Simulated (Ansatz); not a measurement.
Cost and result for the atomization energy of `C/C=C(\O)C=O` (12 atoms, 11 bonds).

```json
{"atom": "C1", "x (Å)": "0.164", "y (Å)": "-1.300", "z (Å)": "-1.364"}
{"atom": "C2", "x (Å)": "-0.238", "y (Å)": "-0.706", "z (Å)": "-0.067"}
{"atom": "C3", "x (Å)": "0.042", "y (Å)": "0.536", "z (Å)": "0.336"}
{"atom": "O4", "x (Å)": "0.749", "y (Å)": "1.406", "z (Å)": "-0.436"}
{"atom": "C5", "x (Å)": "-0.405", "y (Å)": "1.033", "z (Å)": "1.650"}
{"atom": "O6", "x (Å)": "-1.036", "y (Å)": "0.416", "z (Å)": "2.465"}
{"atom": "H7", "x (Å)": "0.732", "y (Å)": "-0.598", "z (Å)": "-1.973"}
{"atom": "H8", "x (Å)": "-0.716", "y (Å)": "-1.622", "z (Å)": "-1.930"}
{"atom": "H9", "x (Å)": "0.773", "y (Å)": "-2.196", "z (Å)": "-1.205"}
{"atom": "H10", "x (Å)": "-0.807", "y (Å)": "-1.302", "z (Å)": "0.638"}
{"atom": "H11", "x (Å)": "0.842", "y (Å)": "2.243", "z (Å)": "0.029"}
{"atom": "H12", "x (Å)": "-0.099", "y (Å)": "2.090", "z (Å)": "1.857"}
```

Total charge 0; spin multiplicity 1. All single points use the PBE0-D4/def2-TZVP geometry. It is one conformer, not always the lowest. Program: Ansatz. All runs use 4 threads of an Arm Neoverse V1 on a shared host. Times are those of one run each, without the atoms' runs, and a repeat can differ threefold. Electronic energies, without spin–orbit coupling; frozen cores. CCSD(T)/CBS adds CCSD(T) − MP2 in def2-TZVPP to the MP2 limit, and its time is that of the two runs behind it. T1 = 0.015; the RHF reference is unstable towards UHF. B3LYP takes the VWN-RPA correlation (the form of Gaussian; ORCA's B3LYP/G).

CCSD(T)/CBS is a level of theory with its own doubt, some kJ/mol a heavy atom from the limit and from the frozen cores, so smaller differences don't rank the functionals.

```tsv
level	functions	wall time
PBE-D4/def2-TZVPP (with forces)	270	3 s
PBE0-D4/def2-TZVPP	270	3.1 s
B3LYP-D4/def2-TZVPP (with forces)	270	4.9 s
r2SCAN-D4/def2-TZVPP (with forces)	270	5.5 s
B2PLYP/def2-TZVPP	270	7 s
ωB97X-V/def2-TZVPP	270	8 s
ωB97M-V/def2-TZVPP (with forces)	270	12 s
MP2/def2-QZVPP	522	34 s
CCSD(T)/def2-TZVPP	270	4.8 min
CCSD(T)/CBS(def2)	–	5.4 min
```

(1) What atomization energy does each give, and how far from CCSD(T)/CBS? (Estimate.)

Answers

(1) The calculation gave: 
```
                             level  atomization (kJ/mol)  difference from CCSD(T)/CBS  per bond
   PBE-D4/def2-TZVPP (with forces)                5317.6                        200.1      18.2
                PBE0-D4/def2-TZVPP                5170.6                         53.1       4.8
 B3LYP-D4/def2-TZVPP (with forces)                5130.7                         13.2       1.2
r2SCAN-D4/def2-TZVPP (with forces)                5158.0                         40.5       3.7
                 B2PLYP/def2-TZVPP                5083.0                        -34.5      -3.1
                ωB97X-V/def2-TZVPP                5125.0                          7.5       0.7
  ωB97M-V/def2-TZVPP (with forces)                5139.4                         21.9       2.0
                    MP2/def2-QZVPP                5193.9                         76.4       6.9
                CCSD(T)/def2-TZVPP                4986.6                       -130.9     -11.9
                 CCSD(T)/CBS(def2)                5117.5                          0.0       0.0
```

In def2-TZVPP, CCSD(T) changes the Hartree–Fock value by +1361.1 kJ/mol (the triples alone add +97.3 kJ/mol) and MP2 by +1491.4 kJ/mol; breaking electron pairs costs correlation energy, which Hartree–Fock lacks. From PBE to PBE0 (25 % exact exchange), in def2-TZVPP and without D4, the atomization energy moves by −143.5 kJ/mol: exact exchange takes away binding that semilocal exchange gives to molecules. The D4 term adds +34.3 kJ/mol with B3LYP and +18.1 kJ/mol with PBE0; it sums over pairs of atoms, weighted by their polarisabilities, and B3LYP, whose exchange is more repulsive, gets the larger term.
